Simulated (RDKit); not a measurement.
RDKit input (UFF):

```python
from rdkit import Chem
from rdkit.Chem import AllChem, rdDetermineBonds

mol = Chem.MolFromXYZFile('mol.xyz')
rdDetermineBonds.DetermineBonds(mol, charge=1)
print('SMILES', Chem.MolToSmiles(Chem.RemoveHs(mol)))
ff = AllChem.UFFGetMoleculeForceField(mol)
e0 = ff.CalcEnergy()
flag = ff.Minimize(maxIts=5000, forceTol=1e-5)
print(f'energy {e0:.4f} -> {ff.CalcEnergy():.4f} kcal/mol, converged: {flag == 0}')
print(Chem.MolToXYZBlock(mol))
```
mol.xyz:
```
4

O     -0.02110053     1.07219571    -0.07455918
H     -0.94565317     1.39081582     0.04769402
Cl     0.03136922    -0.67222547    -0.00316626
H      0.58118065     1.45945141     0.60260595
```

From the last part of the output:

```
SMILES [OH2+]Cl
energy 2.8562 -> 0.0000 kcal/mol, converged: True
4

O      0.012684    1.060619   -0.165978
H     -0.907325    1.368442    0.032593
Cl    -0.022712   -0.613478    0.138664
H      0.563149    1.434654    0.567296
```

The dipole moment of an ion depends on the origin.
